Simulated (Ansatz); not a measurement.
**H2OSSi (SMILES O1[SiH2]S1): single points off equilibrium**

An exercise on one series of results from a longer session: the logs are not shown, and one member is left open.

The runs use Ansatz 0.2.0, Gaussian basis; single points in def2-TZVPP.

Correlated methods freeze the cores.

**The starting structure**

SMILES `O1[SiH2]S1`, 5 atoms, charge 0, spin multiplicity 1.

Atoms are counted from 1 here; the program's logs count them from 0.

Bond lengths: O1–Si2 1.601 Å, O1–S3 1.735 Å, Si2–S3 2.080 Å, Si2–H4 1.414 Å, Si2–H5 1.434 Å. Angles: Si2–O1–S3 77.0°, O1–Si2–S3 54.4°, O1–Si2–H4 113.5°, O1–Si2–H5 114.1°, S3–Si2–H4 113.7°, S3–Si2–H5 113.2°, H4–Si2–H5 126.4°, O1–S3–Si2 48.6°.

As a file:

```
atom    x (Å)    y (Å)    z (Å)
  O1  -0.0408  -0.2837   1.2744
 Si2  -0.2195   0.2180  -0.2357
  S3   1.2284  -1.1172   0.4346
  H4  -1.2961  -0.4017  -0.9119
  H5   0.2947   1.5338  -0.4804
```

The first run:

Contents of run/in.yaml:

```yaml
crystal:
  periodic: [false, false, false]
  atoms:
    - {symbol: O, position_ang: [-0.040800, -0.283700, 1.274400]}
    - {symbol: Si, position_ang: [-0.219500, 0.218000, -0.235700]}
    - {symbol: S, position_ang: [1.228400, -1.117200, 0.434600]}
    - {symbol: H, position_ang: [-1.296100, -0.401700, -0.911900]}
    - {symbol: H, position_ang: [0.294700, 1.533800, -0.480400]}
basis:
  gaussian: {orbitals: def2-TZVPP}
correlation: {method: ccsd_t}
output: {forces: true}
```

The command line of these runs was not kept.

Steps of the session up to this table: CCSD(T)/def2-TZVPP; PBE0-D4/def2-TZVPP; wB97M-V/def2-TZVPP; r2SCAN-D4/def2-TZVPP; PBE-D4/def2-TZVPP; wB97X-V/def2-TZVPP; revPBE-D4/def2-TZVPP.

One of the session's tables, all rows but one given; the rest of the session is left out.

```
   method  RMS force component (eV/Å)  angle to CCSD(T) forces (°)  dipole (D)
  CCSD(T)                       0.974                    reference        2.93
  PBE0-D4                       0.852                         13.6        2.91
  wB97M-V                       0.826                          7.7        2.97
r2SCAN-D4                       0.935                          6.5        2.84
   PBE-D4                       1.105                          7.3        2.68
  wB97X-V                           ?                            ?           ?
revPBE-D4                       1.176                          8.0        2.68
```

Estimate the missing values for wB97X-V.

**Answer.** RMS force component (eV/Å): 0.863; angle to CCSD(T) forces (°): 13.8; dipole (D): 3.05. In the column «RMS force component (eV/Å)» it lies between PBE0-D4 (0.852) and r2SCAN-D4 (0.935).

To keep in mind: The reference is not at the basis limit: in triple zeta CCSD(T) underbinds, which counts against methods that bind more; the gaps are no ranking.
